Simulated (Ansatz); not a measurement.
# C2H5O− (SMILES [CH2-]OC): functionals against CCSD(T) at one geometry

The task here is to estimate one member of a computed series from the others.

Computed with Ansatz 0.2.0, Gaussian basis. Level: single points in def2-TZVPPD.

Cores are frozen in the correlated methods.

### The system as given

8 atoms, charge -1, spin multiplicity 1.

Atoms are counted from 1 here; the program's logs count them from 0.

Bond lengths: C1–O2 1.538 Å, C1–H4 1.125 Å, C1–H5 1.123 Å, O2–C3 1.397 Å, C3–H6 1.139 Å, C3–H7 1.101 Å, C3–H8 1.100 Å. Angles: O2–C1–H4 102.9°, O2–C1–H5 101.9°, H4–C1–H5 105.0°, C1–O2–C3 110.9°, O2–C3–H6 116.7°, O2–C3–H7 110.5°, O2–C3–H8 112.2°, H6–C3–H7 104.5°, H6–C3–H8 106.1°, H7–C3–H8 106.0°.

As a file:

```
C    -1.0468    0.7547   -0.4267
O     0.2454   -0.0439   -0.6645
C     0.7418   -0.5569    0.5363
H    -1.8393    0.0847   -0.8614
H    -0.9390    1.5932   -1.1654
H     0.8599    0.1786    1.3980
H     1.7502   -0.9744    0.3891
H     0.1252   -1.3819    0.9224
```

The first run:

Contents of run/in.yaml:

```yaml
crystal:
  periodic: [false, false, false]
  atoms:
    - {symbol: C, position_ang: [-1.046789, 0.754731, -0.426729]}
    - {symbol: O, position_ang: [0.245389, -0.043862, -0.664484]}
    - {symbol: C, position_ang: [0.741790, -0.556916, 0.536328]}
    - {symbol: H, position_ang: [-1.839325, 0.084715, -0.861426]}
    - {symbol: H, position_ang: [-0.939013, 1.593184, -1.165408]}
    - {symbol: H, position_ang: [0.859894, 0.178591, 1.397970]}
    - {symbol: H, position_ang: [1.750221, -0.974384, 0.389105]}
    - {symbol: H, position_ang: [0.125210, -1.381872, 0.922416]}
basis:
  gaussian: {orbitals: "def2-TZVPPD.json"}
total_charge: -1
hamiltonian: {xc: pbe, dispersion: d4}
output: {forces: true}
```

The basis file named in the input lies beside it (Basis Set Exchange, JSON).

On the command line:

```
> ansatz run in.yaml --threads 2 --pin off --events-out ev --progress --plain --max-ram 3481MiB
```

Among the steps run: PBE-D4/def2-TZVPPD; r2SCAN-D4/def2-TZVPPD; PBE0-D4/def2-TZVPPD; wB97M-V/def2-TZVPPD; CCSD(T)/def2-TZVPPD.

One of the session's tables, all rows but one given; the rest of the session is left out.

| method | RMS force component (eV/Å) | angle to CCSD(T) forces (°) |
| --- | --- | --- |
| PBE-D4 | 0.326 | 24.7 |
| r2SCAN-D4 | 0.349 | 12.5 |
| PBE0-D4 | 0.422 | 25.0 |
| wB97M-V | ? | ? |
| CCSD(T) | 0.363 | reference |

**Question.** Estimate the row for wB97M-V.

As computed: RMS force component (eV/Å): 0.401; angle to CCSD(T) forces (°): 13.7. In the column «RMS force component (eV/Å)» it lies between CCSD(T) (0.363) and PBE0-D4 (0.422).

To keep in mind: The anion's highest level is positive in at least one run, so there the basis alone may hold the extra electron.
